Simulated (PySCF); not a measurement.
**hydroxyfluoroborane: 4 charge schemes on one density**

Species: hydroxyfluoroborane, BFH2O.
Z-matrix (Å and degrees, PBE0-D3(BJ)/def2-TZVP geometry), rows numbered from 1:
```
O 
B   1  1.3444
F   2  1.3319  1  120.17
H   1  0.9633  2  113.21  3    -0.13
H   2  1.1915  1  120.29  3  -179.76
```

Density: PBE0/pcSseg-2 (PySCF); schemes: Mulliken, IAO, Hirshfeld and ESP-fitted. Geometry: PBE0-D3(BJ)/def2-TZVP, one conformer, isolated molecule.

Problem. Tabulate the Mulliken, IAO, Hirshfeld and ESP-fitted charges.

Solution. In e:

| atom | environment | Mulliken | IAO | Hirshfeld | ESP-fitted |
| --- | --- | --- | --- | --- | --- |
| O1 | boron-bound oxygen | -0.411 | -0.545 | -0.249 | -0.656 |
| B2 | three-coordinate boron | +0.622 | +0.521 | +0.265 | +0.660 |
| F3 | boron-bound fluorine | -0.352 | -0.340 | -0.158 | -0.325 |
| H4 | hydroxyl hydrogen | +0.225 | +0.377 | +0.187 | +0.440 |
| H5 | B–H hydrogen | -0.083 | -0.013 | -0.046 | -0.118 |

Mean size of the charges over all atoms: ESP-fitted 0.440 e, IAO 0.359 e, Mulliken 0.339 e, Hirshfeld 0.181 e. Each set sums to the total charge, 0, to within 0.001 e. The Hirshfeld scheme weights the molecular density at each point by an atom's share of the summed free-atom densities.

Lowest charge. All schemes agree: Mulliken O1 (-0.411); IAO O1 (-0.545); Hirshfeld O1 (-0.249); ESP-fitted O1 (-0.656).

Highest charge. All schemes agree: Mulliken B2 (+0.622); IAO B2 (+0.521); Hirshfeld B2 (+0.265); ESP-fitted B2 (+0.660).

Problem. How closely do the schemes follow one another over all atoms?

Solution. Correlation coefficient and root-mean-square difference: Hirshfeld with ESP-fitted 1.00, 0.290 e; IAO with Hirshfeld 0.99, 0.212 e; IAO with ESP-fitted 0.99, 0.097 e; Mulliken with Hirshfeld 0.97, 0.197 e; Mulliken with ESP-fitted 0.97, 0.148 e; Mulliken with IAO 0.97, 0.106 e.

Problem. Sum the charges by element, for elements with more than one atom.

Solution. 
```
element  atoms  Mulliken     IAO  Hirshfeld  ESP-fitted
      H      2    +0.142  +0.364     +0.141      +0.321
```

These values come from a run that also computed NMR shieldings. The run took 10 s (with the writing of density and orbital grids) on one thread of an Arm Neoverse N1, shared host with 64 logical CPUs at a one-minute load of 57, and the process peaked at 0.47 GiB of memory.
